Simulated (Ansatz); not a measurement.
# C2H2N2: the cost of one run

Program: Ansatz 0.2.0. Level of theory: the levels named in each step. These are calculated values, not measurements.

**1. The structure to begin with**

Bond lengths: H1–N2 1.017 Å, N2–C3 1.256 Å, C3–C4 1.425 Å, C4–N5 1.145 Å, C3–H6 1.101 Å. Angles: H1–N2–C3 115.9°, N2–C3–C4 120.5°, N2–C3–H6 126.8°, C4–C3–H6 112.8°, C3–C4–N5 177.1°.

Coordinates:

```xyz
6

H    -2.5203   -0.2987   -0.0519
N    -1.5366   -0.5563   -0.0202
C    -0.7194    0.3971   -0.0301
C     0.6830    0.1475    0.0118
N     1.8182    0.0050    0.0446
H    -0.9601    1.4707   -0.0694
```

**2. A rough first relaxation, PBE-D4/def2-SVP**

This run stands in another session on the same molecule. It ended at:

```xyz
6

H    -2.5186   -0.2342   -0.0543
N    -1.5511   -0.6015   -0.0188
C    -0.7272    0.3811   -0.0296
C     0.7016    0.1487    0.0125
N     1.8658    0.0109    0.0452
H    -1.0057    1.4602   -0.0702
```

**3. Relaxation, r2SCAN-D4/def2-TZVPP**

Contents of input.yaml:

```yaml
crystal:
  periodic: [false, false, false]
  atoms:
    - { symbol: H, position_ang: [-2.5186223, -0.23422435, -0.05428583] }
    - { symbol: "N", position_ang: [-1.55108448, -0.60152192, -0.01879904] }
    - { symbol: C, position_ang: [-0.72717444, 0.38113421, -0.02959198] }
    - { symbol: C, position_ang: [0.70161734, 0.14873161, 0.01254915] }
    - { symbol: "N", position_ang: [1.86582737, 0.01087326, 0.04520527] }
    - { symbol: H, position_ang: [-1.00570348, 1.4602172, -0.07017758] }
basis:
  gaussian: { orbitals: def2-TZVPP }
hamiltonian:
  xc: r2scan
  dispersion: d4
relax:
  f_tol: 0.002
  max_steps: 150
```

Command:

```console
$ ansatz run input.yaml --threads 4 --pin off --max-ram 10240MiB --backend cpu --events-out ev --progress --plain --runs-dir out
```

Q: Estimate wall time and peak memory on 4 threads of Intel Xeon Platinum 8488C (Sapphire Rapids), shared host.

About 8 s, with a peak of 0.26 GiB.
